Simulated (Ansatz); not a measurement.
# PH₂, doublet: cost against accuracy

Geometry (MP2(full)/6-31G*, from the G2/97 set):

| atom | x (Å) | y (Å) | z (Å) |
| --- | --- | --- | --- |
| P | 0.0000 | 0.0000 | 0.0599 |
| H | 0.0000 | 1.0256 | -0.9209 |
| H | 0.0000 | -1.0256 | -0.9209 |

Measured, as an electronic atomization energy: 152.9 kcal/mol (G2/97 heats of formation of molecule and atoms, with zero-point and thermal terms from B3LYP taken off; Curtiss et al., J. Chem. Phys. 106, 1063 (1997), Staroverov et al., J. Chem. Phys. 119, 12129 (2003)). The measured value holds scalar relativity and spin–orbit coupling, which all computed ones lack, and core correlation, which the wave-function levels lack. Atoms are taken at the same level, with ROHF references for molecule and atoms in the R rows. Truncated CI is not size-consistent. The atoms' steps beyond CCSDT(Q) are taken from restricted open-shell runs, which share full CI's core. Ansatz 0.2.0; the 6-31G* set has Cartesian d functions; a miss is computed less measured; times are wall times on shared hosts and scatter by a factor of two or so. A small miss in a small set is a cancellation of the method's error against the basis error.

| level | basis | miss (kcal/mol) | time of the run | hardware |
| --- | --- | --- | --- | --- |
| UMP2 | STO-3G | 6.6 | – | – |
| RCCSDT(Q) | STO-3G | 16.3 | 3.3 s | 1 CPU thread |
| UCCSDT(Q) | STO-3G | 16.3 | 2.7 s | 1 CPU thread |
| RCCSDTQ | STO-3G | 16.3 | 7.5 s | 1 CPU thread |
| RMP2 | 6-31G | -52.0 | – | – |
| UCCSDTQ | 6-31G | -43.5 | 9 s | 1 CPU thread |
| MRCISD+Q (valence space) | 6-31G | -43.7 | 0.57 s | 1 CPU thread |
| PBE | 6-31G | -16.6 | 0.34 s | 1 CPU thread |
| RHF | 6-31G* | -53.3 | – | – |
| UHF | 6-31G* | -50.8 | 0.24 s | 1 CPU thread |
| RMP2 | 6-31G* | -32.4 | – | – |
| UMP2 | 6-31G* | -32.5 | – | – |
| UCCSD(T) | 6-31G* | -26.7 | 0.44 s | 1 CPU thread |
| MRCISD+Q (valence space) | 6-31G* | -27.4 | 1.4 s | 1 CPU thread |
| r2SCAN | 6-31G* | -2.3 | 0.9 s | 1 CPU thread |
| B3LYP | 6-31G* | 1.1 | 0.49 s | 1 CPU thread |
| B2PLYP | 6-31G* | -8.8 | 0.45 s | 1 CPU thread |
| RHF | cc-pV(D+d)Z | -50.2 | – | – |
| RMP2 | cc-pV(D+d)Z | -19.9 | – | – |
| RCCSD(T) | cc-pV(D+d)Z | -13.9 | 0.73 s | 1 CPU thread |
| UCCSD(T) | cc-pV(D+d)Z | -13.9 | 0.7 s | 1 CPU thread |
| UCCSDT(Q) | cc-pV(D+d)Z | -13.7 | 4 s | 1 CPU thread |
| RCCSDTQ | cc-pV(D+d)Z | -13.7 | 9.5 s | H100 + 2 CPU threads |
| UCCSDTQ | cc-pV(D+d)Z | -13.7 | 13 s | H100 + 2 CPU threads |
| full CI | cc-pV(D+d)Z | -13.7 | 7.5 s | H100 + 2 CPU threads |
| PBE | cc-pV(D+d)Z | -0.6 | 0.43 s | 1 CPU thread |
| wB97M-V | cc-pV(D+d)Z | 4.1 | 1.9 s | 1 CPU thread |
| RCCSDT(Q) | cc-pV(T+d)Z | -3.9 | 5.5 s | H100 + 2 CPU threads |
| PBE | cc-pV(T+d)Z | 1.6 | 0.7 s | 1 CPU thread |
| B3LYP | cc-pV(T+d)Z | 5.6 | 0.69 s | 1 CPU thread |
| B2PLYP | cc-pV(T+d)Z | 1.2 | 1.1 s | 1 CPU thread |
| UHF | cc-pV(Q+d)Z | -43.9 | 1.2 s | 1 CPU thread |
| RMP2 | cc-pV(Q+d)Z | -6.6 | – | – |
| UMP2 | cc-pV(Q+d)Z | -7.4 | – | – |
| RCCSD(T) | cc-pV(Q+d)Z | -0.6 | 4.5 s | H100 + 2 CPU threads |
| UCCSDT(Q) | cc-pV(Q+d)Z | -0.5 | 20 s | H100 + 2 CPU threads |
| MRCISD+Q (valence space) | cc-pV(Q+d)Z | -0.8 | 12 s | H100 + 2 CPU threads |
| PBE | cc-pV(Q+d)Z | 1.7 | 16 s | H100 + 2 CPU threads |
| r2SCAN | cc-pV(Q+d)Z | 3.0 | 23 s | H100 + 2 CPU threads |
| B2PLYP | cc-pV(Q+d)Z | 2.4 | 10 s | H100 + 2 CPU threads |

HF's time is that of a plain UHF run. A dash: the level came out of a higher level's run.

A composite of the best parts (unrestricted reference, at this geometry, which isn't the minimum of the high levels):

| part | kcal/mol |
| --- | --- |
| Hartree–Fock limit (T, Q; exp(−5.46 √X)) | 109.16 |
| CCSD(T) correlation limit (T, Q; X⁻³) | 45.44 |
| CCSDT − CCSD(T) (QZ) | 0.10 |
| (Q) (QZ) | 0.05 |
| CCSDTQ − CCSDT(Q) (DZ) | -0.01 |
| sum | 154.7 |
| sum less measured | 1.8 |
